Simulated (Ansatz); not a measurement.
**HBSi, singlet: reading a ladder of total energies**

Geometry: a PBE0/def2-TZVP stationary point for this spin, not checked as a minimum. The triplet lies 0.6 eV lower here.

```xyz
3

Si    0.0000    0.0000    1.6588
B     0.0000    0.0000   -0.2364
H     0.0000    0.0000   -1.4224
```

Basis 6-31G; Ansatz 0.2.0. Correlated methods freeze the noble-gas cores, which leaves 8 electrons in 18 orbitals. Prefix R: restricted or restricted open-shell reference.

Full CI is exact within this basis and frozen core; it isn't the basis-set limit.

The determinant fills πx and πy unequally, so it is a mixture of Σ and Δ, which weighs on every level built on one determinant.

Runs differ by some tens of microhartree through their thresholds, so steps under 0.03 kcal/mol mean nothing.

| level | total energy (hartree) |
| --- | --- |
| RHF | -313.996783 |
| RMP2 | -314.082754 |
| RCCSD | -314.110234 |
| RCCSD(T) | -314.113583 |
| RCCSDT* | -314.115617 |
| RCCSDT(Q)* | -314.117056 |
| RCCSDTQ* | -314.117461 |
| full CI | -314.117546 |

Q: What is the correlation energy at full CI, and what share of it do RMP2 and RCCSDT(Q) recover?

A: E(corr) = -314.117546 − (-313.996783) = -0.120763 hartree = -3.286 eV. RMP2: -0.085971 / -0.120763 = 71.19 %. RCCSDT(Q): -0.120273 / -0.120763 = 99.59 %.

Q: By how many kcal/mol does RCCSD(T) miss full CI (1 hartree = 627.509 kcal/mol), and which steps make up the rest?

A: -314.113583 − (-314.117546) = 0.003963 hartree = 2.49 kcal/mol. Steps: RCCSDT − RCCSD(T) = -1.28, RCCSDT(Q) − RCCSDT = -0.90, RCCSDTQ − RCCSDT(Q) = -0.25, full CI − RCCSDTQ = -0.05 kcal/mol. With more than one leading determinant such errors change with state and geometry, and needn't cancel in differences.

An asterisk marks runs whose energy the program itself flagged as in doubt.
